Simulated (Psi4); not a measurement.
Psi4 input (wB97X-D/6-31G*):

```
memory 1500 MB

molecule {
1 2
C     0.00000000   -0.00000000    0.00000000
C    -0.00417723    0.75450823    1.26976351
C    -0.00404543   -0.77165127    1.25941949
C     0.76720458    0.00862060   -1.26211027
C    -0.75898192    0.00852243   -1.26707274
H    -0.91665785    1.25361755    1.57173539
H     0.90625614    1.25373480    1.57766269
H    -0.91643948   -1.27496555    1.55459713
H     0.90647452   -1.27484830    1.56052443
H     1.26948429   -0.90074418   -1.56819650
H     1.26932686    0.92213758   -1.55584135
H    -1.25914353   -0.90090683   -1.57641846
H    -1.25930095    0.92197493   -1.56406331
symmetry c1
no_reorient
no_com
}

set {
  basis 6-31G*
  reference uks
  scf_type pk
  dft_radial_points 99
  dft_spherical_points 590
  e_convergence 1e-8
  d_convergence 1e-7
  maxiter 150
}

e = energy('wb97x-d')
print_out(f'\nFINAL {e:.10f} DIPOLE {variable("CURRENT DIPOLE")[0]:.6f} {variable("CURRENT DIPOLE")[1]:.6f} {variable("CURRENT DIPOLE")[2]:.6f}\n')
```

From the output:

```
  HONO-1 :   18  A 1.9996880
  HONO-0 :   19  A 1.0000000
  LUNO+0 :   20  A 0.0003120
  LUNO+1 :   21  A 0.0002540
  LUNO+2 :   22  A 0.0002015
  LUNO+3 :   23  A 0.0001696

Computation Completed

Properties will be evaluated at   0.000000,   0.000000,   0.000000 [a0]

Properties computed using the SCF density matrix

 Multipole Moments:

 ------------------------------------------------------------------------------------
     Multipole            Electronic (a.u.)      Nuclear  (a.u.)        Total (a.u.)
 ------------------------------------------------------------------------------------

 L = 1.  Multiply by 2.5417464519 to convert [e a0] to [Debye]
 Dipole X            :          0.0015749            0.0000000            0.0015749
 Dipole Y            :          0.0032859           -0.0000001            0.0032858
 Dipole Z            :         -0.4847670           -0.0000001           -0.4847670
 Magnitude           :                                                    0.4847807

 ------------------------------------------------------------------------------------

FINAL -194.8373648732 DIPOLE 0.001575 0.003286 -0.484767

*** Psi4 exiting successfully. Buy a developer a beer!
```

The dipole moment of an ion depends on the origin.

The geometry given is a B3LYP-D3(BJ)/def2-TZVP minimum of the species of charge 0 and multiplicity 1, not of this state.
